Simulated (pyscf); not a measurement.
Single points on ωB97X-D3(BJ)/def2-SVP structures (PySCF, gas phase).

Problem. For the elementary gas-phase step hydroxyl (OH•) + •O–Si(OH)(OH)–OH → O atom (O) [triplet] + orthosilicic acid (HO–Si(OH)(OH)–OH) (triplet surface; H–O broken, H–O formed), what barrier and reaction energy does ωB97M-D3(BJ)/def2-TZVP give, measured from the separated reactants?

Solution. ΔE‡ = -8.0 kJ/mol, ΔE = -85.3 kJ/mol. Zero-point energy shifts the barrier by -4.3 kJ/mol. It is a hydrogen abstraction, with an imaginary mode of 1355i cm⁻¹. On the reactant side the descent ends in a complex, 32.8 kJ/mol under the separated species and 24.5 kJ/mol under the saddle at ωB97X-D3(BJ)/def2-TZVP. At ωB97M-D3(BJ) the saddle lies under the separated reactants, which points to a path from their complex (located at ωB97X-D3(BJ) alone). OH• + •O–Si(OH)(OH)–OH also meet on a surface of lower spin, which isn't treated here. One saddle was located; it need not be the lowest between these sides. The angle at the transferred H is 137°. Left out: the spin-orbit lowering of OH, O.
